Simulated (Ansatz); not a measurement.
Relaxation of H$_{2}$O$_{4}$S (7 atoms, charge 0, multiplicity 1), to a largest force component of 0.015 eV/Å in at most 40 steps.

All numbers below come from RKS B3LYP-D4/def2-SVP (Ansatz).

```xyz
7
Properties=species:S:1:pos:R:3
O 0.356 -1.604 0.827
S -0.008 -0.450 0.106
O -0.922 -0.513 -0.987
O -0.560 0.638 1.115
O 1.302 0.264 -0.427
H -1.281 1.087 0.677
H 1.999 -0.389 -0.425
```

Question: Where does it end, and by what steps?

Answer: The run converged. After 16 steps the energy has fallen by 0.207 eV; H7 moved furthest, 0.49 Å.

```json
{"step": "0", "energy less start (eV)": "0.0000", "largest force component (eV/Å)": "2.164", "accepted": "yes"}
{"step": "1", "energy less start (eV)": "-0.1103", "largest force component (eV/Å)": "1.009", "accepted": "yes"}
{"step": "2", "energy less start (eV)": "-0.1578", "largest force component (eV/Å)": "0.184", "accepted": "yes"}
{"step": "3", "energy less start (eV)": "-0.1632", "largest force component (eV/Å)": "0.678", "accepted": "yes"}
{"step": "4", "energy less start (eV)": "-0.1680", "largest force component (eV/Å)": "0.182", "accepted": "yes"}
{"step": "5", "energy less start (eV)": "-0.1682", "largest force component (eV/Å)": "0.182", "accepted": "yes"}
{"step": "6", "energy less start (eV)": "-0.1686", "largest force component (eV/Å)": "0.177", "accepted": "yes"}
{"step": "7", "energy less start (eV)": "-0.0963", "largest force component (eV/Å)": "1.848", "accepted": "no"}
{"step": "8", "energy less start (eV)": "-0.1811", "largest force component (eV/Å)": "0.151", "accepted": "yes"}
{"step": "9", "energy less start (eV)": "-0.1893", "largest force component (eV/Å)": "0.521", "accepted": "yes"}
{"step": "10", "energy less start (eV)": "-0.1843", "largest force component (eV/Å)": "0.835", "accepted": "no"}
{"step": "11", "energy less start (eV)": "-0.1967", "largest force component (eV/Å)": "0.104", "accepted": "yes"}
{"step": "12", "energy less start (eV)": "-0.2008", "largest force component (eV/Å)": "0.047", "accepted": "yes"}
{"step": "13", "energy less start (eV)": "-0.2032", "largest force component (eV/Å)": "0.412", "accepted": "yes"}
{"step": "14", "energy less start (eV)": "-0.2060", "largest force component (eV/Å)": "0.085", "accepted": "yes"}
{"step": "15", "energy less start (eV)": "-0.2064", "largest force component (eV/Å)": "0.017", "accepted": "yes"}
{"step": "16", "energy less start (eV)": "-0.2066", "largest force component (eV/Å)": "0.011", "accepted": "yes"}
```

```xyz
7
Properties=species:S:1:pos:R:3
O 0.319 -1.755 0.667
S -0.081 -0.542 -0.008
O -1.067 -0.468 -1.060
O -0.505 0.494 1.169
O 1.248 0.178 -0.602
H -1.036 1.206 0.771
H 2.008 -0.079 -0.051
```

Whether the end is a true minimum wasn't checked by a vibrational analysis.

Run time: 53 s on 1 thread of Arm Neoverse V1, with other jobs on the host, peak memory 0.26 GiB.
